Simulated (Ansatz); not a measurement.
in.yaml

```yaml
crystal:
  periodic: [false, false, false]
  atoms:
    - {symbol: Ga, position_ang: [0.000000, 0.027726, -0.045695]}
    - {symbol: H, position_ang: [0.000000, -1.477599, -0.541473]}
    - {symbol: H, position_ang: [0.405418, -0.220158, 1.851181]}
    - {symbol: H, position_ang: [-0.405418, -0.220158, 1.851181]}
basis:
  gaussian: {orbitals: cc-pVDZ}
magnetization: {spin_polarized: true, initial_magnetization: 0}
correlation: {method: mp2, electrons: outside_noble_gas}
```

```sh
$ ansatz run in.yaml --threads 1 --pin off --events-out ev --progress --plain --max-ram 2393MiB
```

Output:

```
452 factors; integrals over basis functions are off by at most 9.1e-4 eV
mean field evaluation 1: about -52377.4212 eV, gradient 6.6e0 eV
mean field evaluation 2: about -52377.4242 eV, gradient 6.6e0 eV
mean field evaluation 4: about -52377.9263 eV, gradient 3.4e-1 eV
mean field evaluation 8: about -52377.9287 eV, gradient 2.4e-6 eV
mean field evaluation 16: about -52378.0362 eV, gradient 1.3e-6 eV
mean field -52378.03617865 eV, -1924.8573264574 hartree, gradient 2.3e-6 eV, S^2 0.440227; 4 other end points of the search recorded, 0 dependent functions left out
14 core orbitals not correlated: weight in the atoms' cores, before any rotation towards them, 0.998 or more for the frozen orbitals, at most 0.002 for the correlated occupied ones
reference -52378.03617865 eV, -1924.8573264574 hartree; 3, 3 occupied and 25, 25 virtual orbitals, 452 factors
second order -1.99494337 eV of doubles, -0.00000000 eV of singles
Total energy: -52380.03112202 eV, -1924.9306392739 hartree
```

Ran on 1 thread of Intel Xeon 6975P-C, shared host: 0.45 s wall, 0.16 GiB peak host memory.
